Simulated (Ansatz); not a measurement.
**CH5AlSi: a ladder of functionals and wavefunction methods**

The task here is to estimate one member of a computed series from the others.

Computed with Ansatz 0.2.0, Gaussian basis. Level: functionals in def2-TZVPP, the program's frozen cores in correlated methods.

The runs, in order: LDA (SPW92), PBE-D4, revPBE-D4, BLYP-D4, r2SCAN-D4, B97M-V, PBE0-D4, B3LYP-D4, r2SCANh-D4, r2SCAN0-D4, HSE06-D4, BHLYP-D4, CAM-B3LYP-D4, LC-ωPBE, ωB97X-V, ωB97M-V, B2PLYP, PBE-QIDH; CCSD(T)/def2-SVP; CCSD(T)/def2-TZVPP; MP2/def2-QZVPP; extrapolation to the limit; RPA on PBE.

1 further run of the same task is left out (it didn't finish).

**Structure used throughout**

The geometry comes from an earlier relaxation with PBE0-D4 in a triple-zeta def2 set; it is a stationary point, not always the lowest conformer.

SMILES `[CH2]1[AlH][SiH2]1`, 8 atoms, charge 0, spin multiplicity 1.

Atoms are counted from 1 here; the program's logs count them from 0.

Bond lengths: C1–Al2 1.951 Å, C1–Si3 1.924 Å, C1–H4 1.098 Å, C1–H5 1.089 Å, Al2–Si3 2.327 Å, Al2–H6 1.581 Å, Si3–H7 1.489 Å, Si3–H8 1.489 Å. Angles: Al2–C1–Si3 73.8°, Al2–C1–H4 109.8°, Al2–C1–H5 129.3°, Si3–C1–H4 111.0°, Si3–C1–H5 119.6°, H4–C1–H5 108.9°, C1–Al2–Si3 52.6°, C1–Al2–H6 142.0°, Si3–Al2–H6 165.4°, C1–Si3–Al2 53.6°, C1–Si3–H7 112.6°, C1–Si3–H8 117.3°, Al2–Si3–H7 118.3°, Al2–Si3–H8 130.9°, H7–Si3–H8 109.4°.

Set-up of the first run:

File in.yaml:

```yaml
crystal:
  periodic: [false, false, false]
  atoms:
    - {symbol: C, position_ang: [-0.415229, 0.290210, -0.762469]}
    - {symbol: Al, position_ang: [0.095773, 1.187750, 0.892544]}
    - {symbol: Si, position_ang: [0.453746, -1.040187, 0.322816]}
    - {symbol: H, position_ang: [-1.501896, 0.134429, -0.781059]}
    - {symbol: H, position_ang: [-0.066379, 0.467803, -1.779065]}
    - {symbol: H, position_ang: [0.058049, 2.596665, 1.608671]}
    - {symbol: H, position_ang: [1.790796, -1.426309, -0.207033]}
    - {symbol: H, position_ang: [-0.322662, -2.267559, 0.649694]}
basis:
  gaussian: {orbitals: def2-TZVPP}
hamiltonian: {xc: lda}
output: {orbitals: {seedname: orbitals}}
```

Launch:

```
> ansatz run in.yaml --threads 2 --pin off --events-out ev --progress --plain --max-ram 4352MiB
```

Steps of the session up to this table: LDA; PBE-D4 (GGA); revPBE-D4 (GGA); BLYP-D4 (GGA); r2SCAN-D4 (meta-GGA); B97M-V (meta-GGA); B3LYP-D4 (hybrid); r2SCANh-D4 (hybrid); r2SCAN0-D4 (hybrid); HSE06-D4 (hybrid); BHLYP-D4 (hybrid); CAM-B3LYP-D4 (range-separated); LC-ωPBE (range-separated); ωB97X-V (range-separated); ωB97M-V (range-separated); B2PLYP (double hybrid); PBE-QIDH (double hybrid).

One of the session's tables, all rows but one given; the rest of the session is left out.

It belongs to the step «Orbital energies across the functionals». 

```
  functional  HOMO (eV)  LUMO (eV)  gap (eV)
 LDA (SPW92)      -5.16      -2.85      2.30
      PBE-D4      -5.07      -2.65      2.42
   revPBE-D4      -5.03      -2.55      2.48
     BLYP-D4      -4.92      -2.50      2.42
   r2SCAN-D4      -5.24      -2.40      2.85
      B97M-V      -5.28      -2.56      2.72
     PBE0-D4      -6.03      -1.87      4.15
    B3LYP-D4      -5.85      -2.05      3.80
  r2SCANh-D4      -5.60      -2.13      3.47
  r2SCAN0-D4      -6.14      -1.74      4.40
    HSE06-D4      -5.64      -2.24      3.39
    BHLYP-D4      -6.87      -1.05      5.83
CAM-B3LYP-D4      -7.23      -0.88      6.35
     LC-ωPBE      -8.47       0.17      8.64
     ωB97X-V          ?          ?         ?
     ωB97M-V      -7.98      -0.20      7.78
```

Q: Estimate the row for ωB97X-V from the others.

**Answer.** HOMO (eV): -8.18; LUMO (eV): 0.06; gap (eV): 8.24. In the column «HOMO (eV)» it lies between LC-ωPBE (-8.47) and ωB97M-V (-7.98).
